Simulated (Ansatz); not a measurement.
in.yaml

```yaml
crystal:
  periodic: [false, false, false]
  atoms:
    - {symbol: B, position_ang: [-2.321311, 0.040114, 0.000000]}
    - {symbol: H, position_ang: [-2.918044, 1.073685, 0.000000]}
    - {symbol: H, position_ang: [-2.918044, -0.993457, 0.000000]}
    - {symbol: H, position_ang: [-1.211311, 0.040114, 0.000000]}
    - {symbol: Si, position_ang: [1.028689, 0.040114, 0.000000]}
    - {symbol: H, position_ang: [1.640870, -0.834170, 1.090012]}
    - {symbol: H, position_ang: [1.640870, -0.834170, -1.090012]}
basis:
  gaussian: {orbitals: cc-pVDZ}
magnetization: {spin_polarized: true, initial_magnetization: 0}
hamiltonian: {xc: {name: r2SCAN}}
output: {forces: true}
```

```sh
$ ansatz run in.yaml --threads 1 --pin off --events-out ev --progress --plain --max-ram 2393MiB
```

(1) Roughly how long does this take on 1 thread of Arm Neoverse V1, shared host, and how much host memory?

```
682 factors; their error is unknown
mean field evaluation 1: about -8628.5379 eV, gradient 1.1e1 eV
mean field evaluation 2: about -8628.7907 eV, gradient 9.6e0 eV
mean field evaluation 4: about -8629.6704 eV, gradient 7.3e-1 eV
mean field evaluation 8: about -8629.6554 eV, gradient 5.3e-2 eV
mean field evaluation 16: about -8629.6481 eV, gradient 2.9e-1 eV
mean field evaluation 32: about -8629.6558 eV, gradient 1.5e-5 eV
mean field -8629.65583514 eV, -317.1340025505 hartree, gradient 1.9e-7 eV, S^2 0.036348; 3 other end points of the search recorded, 0 dependent functions left out
the calculation of the forces begins
reference -8629.65584676 eV, -317.1340029775 hartree; 12, 12 occupied and 45, 45 virtual orbitals, 682 factors
Total energy: -8629.65584676 eV, -317.1340029775 hartree
Atom 0 at    -2.321311     0.040114     0.000000 Å, force    -3.237837    -0.244102     0.000000 eV/Å
Atom 1 at    -2.918044     1.073685     0.000000 Å, force    -0.016854     0.248915     0.000000 eV/Å
Atom 2 at    -2.918044    -0.993457     0.000000 Å, force    -0.148350    -0.233528    -0.000000 eV/Å
Atom 3 at    -1.211311     0.040114     0.000000 Å, force     3.031782    -0.017326    -0.000000 eV/Å
Atom 4 at     1.028689     0.040114     0.000000 Å, force     0.662800     0.907648     0.000000 eV/Å
Atom 5 at     1.640870    -0.834170     1.090012 Å, force    -0.145770    -0.330804     0.190508 eV/Å
Atom 6 at     1.640870    -0.834170    -1.090012 Å, force    -0.145770    -0.330804    -0.190508 eV/Å
Dipole moment:    -0.200110    -0.057914     0.000000 e Å
```

Forces (eV/Å):
```
B   -3.238 -0.244  0.000
H   -0.017  0.249  0.000
H   -0.148 -0.234  0.000
H    3.032 -0.017  0.000
Si   0.663  0.908  0.000
H   -0.146 -0.331  0.191
H   -0.146 -0.331 -0.191
```

Results:

(1) 14 s wall and 0.22 GiB.
